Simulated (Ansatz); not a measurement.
One change: `CCOCCCl` becomes `CCOCF`.

Ansatz, PBE0-D4/def2-TZVP geometries, multiplicity 1. Each molecule was computed in one conformer, which needn't be the lowest.

```csv
property,`CCOCCCl`
"ideal-gas entropy at 298 K and 1 bar (rigid rotor, harmonic PBE0-D4/def2-TZVP) / J/(mol·K)",370
size of the dipole moment (ωB97M-V/def2-TZVPP) / D,1.86
HOMO–LUMO gap (ωB97M-V/def2-TZVPP) / eV,12.48
LUMO energy (B3LYP/def2-TZVPP) / eV,0.42
HOMO energy (ωB97M-V/def2-TZVPP) / eV,-10.00
size of the dipole moment (B3LYP/def2-TZVPP) / D,1.87
```

Question: What does the change do to each property? (An estimate is asked.)

Answer: The calculation gave: 
```tsv
property	`CCOCF`	shift
ideal-gas entropy at 298 K and 1 bar (rigid rotor, harmonic PBE0-D4/def2-TZVP) / J/(mol·K)	323	-47
size of the dipole moment (ωB97M-V/def2-TZVPP) / D	1.75	-0.11
HOMO–LUMO gap (ωB97M-V/def2-TZVPP) / eV	13.57	1.09
LUMO energy (B3LYP/def2-TZVPP) / eV	1.04	0.62
HOMO energy (ωB97M-V/def2-TZVPP) / eV	-10.75	-0.75
size of the dipole moment (B3LYP/def2-TZVPP) / D	1.75	-0.12
```

With PBE0 the HOMO falls by 0.70 eV and the LUMO rises by 0.69 eV, so the gap widens by about 1.39 eV. PBE moves the HOMO by -0.63 eV and ωB97M-V by -0.75 eV. The zero-point energy changes by -69.9 kJ/mol with -9 modes. Dipoles are sizes alone; their direction can turn. Modes under 60 cm⁻¹, often nearly free rotors, make the harmonic entropy too high.

B3LYP here is the variant with VWN-RPA as its local correlation; programs differ in this.
